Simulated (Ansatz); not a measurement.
Mulliken charges of AlH6NSi, SMILES `[NH2][AlH][SiH3]` from ωB97M-V/def2-TZVPP in Ansatz (PBE0-D4/def2-TZVP geometry).

| atom | x (Å) | y (Å) | z (Å) | charge (e) |
| --- | --- | --- | --- | --- |
| N1 | -1.190 | 0.963 | -1.243 | -0.374 |
| Al2 | 0.095 | 0.962 | -0.029 | 0.435 |
| Si3 | 0.802 | -1.201 | 0.880 | -0.076 |
| H4 | -1.654 | 0.139 | -1.590 | 0.113 |
| H5 | -1.563 | 1.786 | -1.689 | 0.110 |
| H6 | 0.701 | 2.368 | 0.386 | -0.117 |
| H7 | 2.247 | -1.463 | 0.617 | -0.028 |
| H8 | 0.034 | -2.337 | 0.291 | -0.034 |
| H9 | 0.617 | -1.263 | 2.359 | -0.028 |

Task: By hand: the dipole of these point charges (1 e Å = 4.8032 D).

Result: Σ q r = (-0.097, 0.240, -0.118) e Å, of length 0.284 e Å = 1.36 D.

Task: How does the dipole of the full density compare? (Best estimate.)

Result: The calculation gave: (-0.222, 0.086, -0.219) e Å, 1.55 D; the point charges give 0.88 times that, at 42° from its direction.

Point charges leave out the atoms' own dipoles, such as those of lone pairs, and Mulliken's split depends on the basis, so the two needn't agree.
